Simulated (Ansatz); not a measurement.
Results of the Gaussian-basis code of Ansatz.

A structure relaxed at PBE0-D4/def2-TZVP, charge 0, multiplicity 1:

```csv
atom,x (Å),y (Å),z (Å)
C1,1.1867,1.1951,0.8308
C2,0.3068,0.3446,0.3284
O3,-0.7500,-0.2990,0.9352
C4,-1.1438,-0.9881,-0.2763
C5,0.0182,-0.2947,-0.9899
O6,0.4724,-0.2797,-2.0886
H7,1.1627,1.5002,1.8688
H8,1.9508,1.5934,0.1775
H9,-1.0603,-2.0725,-0.1783
H10,-2.1435,-0.6992,-0.6075
```

Q: Give its formula and SMILES.

A: C4H4O2, `C=C1OCC1=O`.

Q: Point group (tolerance 0.08 Å, 0.16 Å for H)?

A: Cs.

Q: Summarise the bond lengths by kind.

A: 3 × C–C 1.323 to 1.530 Å; 4 × C–H 1.081 to 1.092 Å; 3 × C–O 1.189 to 1.448 Å.
